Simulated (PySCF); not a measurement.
## XPS shifts beside NMR shieldings

C₅H₅F.
Structure used (PBE0-D3(BJ)/def2-SVP), in Å, numbered top down from 1:
```xyz
11
C5H5F angstrom
C     -2.509    0.488   -0.014
C     -1.360    0.432   -0.694
F     -1.342    0.714   -2.002
C     -0.086    0.090   -0.155
C      1.000   -0.210    0.299
C      2.297   -0.561    0.844
H     -2.524    0.261    1.051
H     -3.435    0.761   -0.522
H      2.455   -1.651    0.825
H      2.390   -0.224    1.888
H      3.106   -0.092    0.263
```

Binding energies: delta-SCF UKS SCAN, pcX-2 on the ionised atom, pcseg-1 elsewhere, spin-free X2C in PySCF 2.14.0. Shieldings: GIAO PBE0/pcSseg-1, non-relativistic, same geometry.

```json
{"atom": "C1", "C 1s (eV)": "290.13"}
{"atom": "C2", "C 1s (eV)": "293.45"}
{"atom": "C4", "C 1s (eV)": "290.50"}
{"atom": "C5", "C 1s (eV)": "290.64"}
{"atom": "C6", "C 1s (eV)": "291.88"}
```

Question: What are the absolute isotropic shieldings of these atoms?

Answer: 
```csv
atom,environment,C 1s (eV),isotropic shielding (ppm)
C1,terminal =CH2 carbon,290.13,77.9
C4,alkyne carbon,290.50,106.5
C5,alkyne carbon,290.64,88.2
C6,propargylic carbon,291.88,179.3
C2,vinylic C–F carbon,293.45,28.4
```

Question: Among the listed atoms, is the one with the highest binding energy also the least shielded?

Answer: Yes: C2 has both (293.45 eV, 28.4 ppm).

By binding energy: C1 < C4 < C5 < C6 < C2. By shielding: C2 < C1 < C5 < C4 < C6.

Spin contamination (⟨S²⟩ against 0.75 for a pure doublet) is marked for C 1s of C2 (0.92), C 1s of C4 (0.90) and C 1s of C5 (0.90), which makes these values less certain. Isolated species at its PBE0-D3(BJ)/def2-SVP geometry, gas phase.
